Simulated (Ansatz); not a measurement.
A made-up structure of CH2BSi, doublet:

```json
{"atom": "B1", "x (Å)": "-0.9339", "y (Å)": "-1.0860", "z (Å)": "0.1233"}
{"atom": "C2", "x (Å)": "-0.0381", "y (Å)": "-0.0647", "z (Å)": "0.0093"}
{"atom": "Si3", "x (Å)": "0.5681", "y (Å)": "1.4878", "z (Å)": "-0.2515"}
{"atom": "H4", "x (Å)": "0.1280", "y (Å)": "2.8370", "z (Å)": "-0.2992"}
{"atom": "H5", "x (Å)": "2.0600", "y (Å)": "1.6677", "z (Å)": "-0.1166"}
```

It is relaxed with PBE-D4/def2-SVP and then PBE0-D4/def2-TZVP (Ansatz 0.2.0). Atoms count as bonded within 1.22 times the sum of their covalent radii (H–H: 0.88 Å). The end point is not checked to be a true minimum.

Question: Does its bonding change? (Judge from chemistry; the calculation decides.)

Answer: Computed: No: no bond forms or breaks.

Where it ends: The first stage lowers the energy by 0.28 eV in 7 steps. It ends as CH₂BSi ([B][C][SiH2]):
B1  (-0.859, -1.117, 0.110)
C2  (-0.179, 0.048, -0.012)
Si3  (0.661, 1.490, -0.161)
H4  (0.023, 2.816, -0.333)
H5  (2.138, 1.604, -0.139)
(Å)

Labels in which every atom is bracketed show which atoms are joined, not bond orders.

For scale, one of the runs: PBE0-D4/def2-TZVP relaxation, 111 basis functions, launched by `ansatz run in.yaml --threads 2 --pin off --events-out ev --progress --plain --max-ram 4352MiB`. Hardware: 2 CPU threads of an AMD EPYC 7B13, shared host. Wall time about 10 s.
